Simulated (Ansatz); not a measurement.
## Isomers and spin states of AsH₂⁺

Ansatz 0.2.0, basis cc-pVDZ; geometries are PBE0/def2-TZVP minima. Wave-function levels freeze the cores with the filled d shells of p-block atoms; HF, MP2 and coupled cluster are restricted for singlets and unrestricted otherwise, restricted open-shell where a d shell is frozen, Kohn–Sham unrestricted where that lies lower. NEVPT2 stands on CASSCF in the full valence space. The reference is full CI, exact within the basis. Semilocal and hybrid functionals correlate all electrons outside any core potential and usually lie nearer their basis limit than the reference, so part of their error here is the reference's basis and frozen-core error; RPA and the MP2 part of double hybrids freeze the same cores as the reference. None of these values is a measured one. Energies are electronic, without zero-point terms. No spin–orbit coupling and no scalar relativity. The set is small: such energies can lie up to about 0.3 eV from the limit, spin gaps mostly less, so near ties and functionals' places can change in larger sets. The species are chosen: bound, without strong static correlation by their natural occupations or amplitudes, and with a ladder that closes on the reference, so errors are smaller than for species at large; levels whose determinant breaks symmetry or spin markedly are left out.

A. singlet; As–H 1.530, angle at As 91°. Coordinates (Å): As 0.000 -0.028 0.000; H 0.000 1.045 -1.091; H 0.000 1.045 1.091
B. triplet; As–H 1.511, angle at As 122°. Coordinates (Å): As 0.000 -0.019 0.000; H 0.000 0.710 -1.324; H 0.000 0.710 1.324

Task: From bonding and spin, estimate the order of these in energy at full CI, each at its own geometry.

Result: At full CI, above the lowest of those listed: A (0.000 eV), B (0.877 eV).

```csv
level,B less A (eV)
full CI,0.877
MP2,0.720
CCSD,0.873
CCSD(T),0.877
CCSDT,0.875
NEVPT2,0.846
PBE,0.890
B3LYP,1.012
B2PLYP,0.928
RPA-PBE,1.036
```

Every level shown puts the same form lowest.

The geometries are PBE0's, not this basis's own minima.
